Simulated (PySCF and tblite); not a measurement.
Results of a calculation; reference values are marked as such.
Conformer ensemble of C3H6O, numbered as in [OH:1][CH:2]1[CH2:3][CH2:4]1

Geometries PBE0-D3(BJ)/def2-SVP; weights from PBE0-D3(BJ)/def2-TZVP (IEF-PCM, chloroform) energies and GFN2-xTB thermal corrections, with symmetry numbers and mirror pairs. Conformers within 3 kcal/mol (GFN2-xTB free energy) were kept, 8 at most. GIAO shieldings: WP04/pcSseg-1 (IEF-PCM, chloroform). Couplings: B3LYP/pcJ-1 (gas phase; spin-dipole term only for pairs with B, N, F, Si or P). Couplings are for ¹³C, ¹H, ¹⁷O. Shifts are against TMS (¹H), TMS (¹³C) at the same level; of two unlike H on one atom, a is the less shielded. Programs: PySCF with density fitting and tblite.

Torsions listed: H1–O1–C2–C3. Of a mirror pair one member is shown.

```tsv
conformer	shape	symmetry	E(GFN2) kcal/mol	E(DFT) kcal/mol	G(298.15 K) kcal/mol	weight %	dipole D
1	146°	C1 (pair)	1.38	0.00	0.00	97.9	1.79
2	37°	Cs	0.00	1.61	2.27	2.1	1.78
```

Weights (%) against temperature:

```
 T (K)     1    2  S(mix) cal/mol/K
   180  99.7  0.3              1.42
   230  99.1  0.9              1.47
298.15  97.9  2.1              1.55
   330  97.2  2.8              1.59
   400  95.7  4.3              1.67
```

Averaged shifts at 298.15 K. ¹H: 3.22 (H2, 1H), 0.58 (H3a/H4a, 2H), 0.55 (H3b/H4b, 2H) ppm. ¹³C: 49.9 (C2), 10.7 (C3/C4) ppm.

Averaged couplings (Hz): ¹J(O1,C2) 21.9, ²J(O1,C3) -3.2, ¹J(O1,H1) -70.5, ²J(O1,H2) -5.4, ³J(O1,H3a) -3.5, ³J(O1,H3b) -1.4, ¹J(C2,C3) 17.8, ²J(H1,C2) -3.5, ¹J(C2,H2) 185.6, ²J(C2,H3a) -3.9, ²J(C2,H3b) 0.0, ¹J(C3,C4) 14.4, ³J(H1,C3) 4.7, ²J(H2,C3) 2.2, ¹J(C3,H3a) 168.7, ¹J(C3,H3b) 168.4, ²J(C3,H4b) -2.6, ²J(C3,H4a) -2.0, ³J(H1,H2) 0.0, ³J(H2,H3a) 3.1, ³J(H2,H3b) 6.9, ²J(H3a,H3b) -5.8, ³J(H3a,H4b) 7.5, ³J(H3a,H4a) 12.5, ³J(H3b,H4b) 11.1.

Coordinates of conformer 1 (Å):

```xyz
10

O     1.327   -0.736   -0.811
C     0.459   -0.416    0.220
C    -0.987   -0.360   -0.127
C    -0.248    0.908    0.211
H     2.147   -0.253   -0.664
H     0.721   -0.836    1.202
H    -1.227   -0.529   -1.180
H    -1.716   -0.758    0.583
H    -0.455    1.405    1.163
H    -0.014    1.580   -0.619
```

Coordinates of conformer 2 (Å):

```xyz
10

O     1.786   -0.109   -0.223
C     0.451   -0.098   -0.589
C    -0.552    0.798    0.065
C    -0.619   -0.700    0.266
H     1.847    0.017    0.729
H     0.366   -0.239   -1.671
H    -0.208    1.403    0.911
H    -1.314    1.288   -0.547
H    -1.429   -1.265   -0.206
H    -0.319   -1.090    1.244
```

H on N, O and S are left out: they exchange, and hydrogen bonds move them by several ppm. Shifts are unscaled: against experiment ¹³C can be off by 15 ppm or more and ¹H by 0.8 ppm.

Search and properties took 29 s on 1 thread of Arm Neoverse V2 (shared host) (rough), launched as `OMP_NUM_THREADS=1 python ens_run.py task.json out`.
